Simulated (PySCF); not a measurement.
Bonds broken one at a time in the series B Br-SiH3. Gas-phase values, no solvent. Strings in code marks are SMILES.

All values below come from ωB97X-D3(BJ)/def2-TZVP // PBE0-D3(BJ)/def2-TZVP (PySCF). 

```csv
species,dipole moment (D)
radical fragment (`Br[B]Br`),[?]
whole molecule (`BrB(Br)[SiH3]`),0.41
radical fragment (`[SiH3]`),0.02
whole molecule (`BrB([SiH3])[SiH3]`),0.23
```

Task: Fill in the missing entries.

Result: 
- radical fragment (`Br[B]Br`), dipole moment (D): 0.39
